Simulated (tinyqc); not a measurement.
Inside a calculation. Method: Hueckel theory of the pi electrons, for the molecule [CH2-]C=CF (SMILES; centres numbered as the heavy atoms are written). One step of it, computed by the program tinyqc.

Problem. Orbitals. Diagonalise; E = alpha + x beta with beta < 0, so the largest x are filled first; degenerate levels share their electrons. P = sum n_i c_ri c_si; each orbital has its largest coefficient positive (the first on a tie).

Hueckel matrix in units of beta (H = alpha + beta A):
```
          1C        2C        3C        4F
1C  0.000000  1.000000  0.000000  0.000000
2C  1.000000  0.000000  1.000000  0.000000
3C  0.000000  1.000000  0.000000  0.690000
4F  0.000000  0.000000  0.690000  3.080000
```

pi electrons, sum of z_r less the charge = 6

Give: x values; occupations; coefficients; charge and bond-order matrix P.

Solution.

x values: 3.244  1.353  -0.075  -1.442

occupations: 2.000  2.000  2.000  0.000

coefficients:
```
      MO1     MO2     MO3     MO4
1C  0.024   0.525   0.700  -0.484
2C  0.078   0.710  -0.053   0.698
3C  0.230   0.436  -0.696  -0.522
4F  0.970  -0.174   0.152   0.080
```

charge and bond-order matrix P:
```
        1C      2C      3C      4F
1C   1.532   0.675  -0.505   0.077
2C   0.675   1.026   0.729  -0.111
3C  -0.505   0.729   1.455   0.083
4F   0.077  -0.111   0.083   1.987
```
